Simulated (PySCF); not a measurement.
**Mg2: one state, many levels of theory**

State: ¹Σg⁺ (singlet), closed shell. Set-up: Mg 6-311G(d,p); no relativity (PySCF 2.14). De refers to Mg + Mg in their ground configurations, without counterpoise correction. Levels whose curve was spin-contaminated or gave no clean fit are not listed.

```csv
Level,Re (Å),ωe (cm⁻¹),De (eV),"CPU s a point (SCF and correlation, without the integrals)"
LDA,3.404,115,0.214,0.28
PBE,3.502,102,0.143,0.48
PW91,3.500,102,0.149,0.36
r²SCAN,3.510,104,0.128,0.64
B3LYP,3.927,46.6,0.016,0.58
PBE0,3.583,91.7,0.112,1.2
```

Task: What does a quarter of exact exchange do here, going from PBE to PBE0?

Result: PBE0 less PBE: +8.1 pm in Re, -10.1 % in ωe, -0.03 eV in De. Exact exchange removes part of the self-interaction that spreads semilocal densities, and in most molecules shortens and stiffens the bond and lowers De; here Re and ωe go the other way.

Task: What does the step from GGA to meta-GGA do here, going from PBE to r²SCAN?

Result: r²SCAN less PBE: +0.8 pm in Re, +2.0 % in ωe, -0.01 eV in De. 

Closed-shell solutions of metal pairs were not tested for spin polarisation, which can lower them a little. The bond is weak. Basis-set superposition, not corrected here, can be much of De in a small basis, most of all at correlated wavefunction levels. Functionals without a dispersion term scatter widely for such bonds, and LDA overbinds them.

The whole job (state search and all levels along the bond) took about 2 min on 1 thread of Oxide Virtual Turin-like (shared host), peak memory 0.66 GiB.
